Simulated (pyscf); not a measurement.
Single points on ωB97X-D3(BJ)/def2-SVP structures (PySCF, gas phase).

Question: How much does it cost (ΔH, 298 K, ωB97M-D3(BJ)/def2-TZVP) to split `[OH][Ta]([F])([F])([F])[SH]` at its S–Ta bond into [HO–Ta(F)(F)–F]• + SH•?

Answer: S–Ta to [HO–Ta(F)(F)–F]• + SH•: 317.9 kJ/mol. The 7 functionals that were run give +309.1 (M06-2X) to +353.2 kJ/mol (ωB97X-D3(BJ)). The radicals are drawn with the spin at the cut bond; how far it spreads was not checked. Other isomers of [HO–Ta(F)(F)–F]• were not searched in full and may lie lower. Left out: the spin-orbit lowering of SH. Open-shell species with a d-block atom are single-reference here; other states, and whether the spin sits on metal or ligand, were not checked. Elements past Kr carry the def2 core potentials, without spin-orbit coupling.
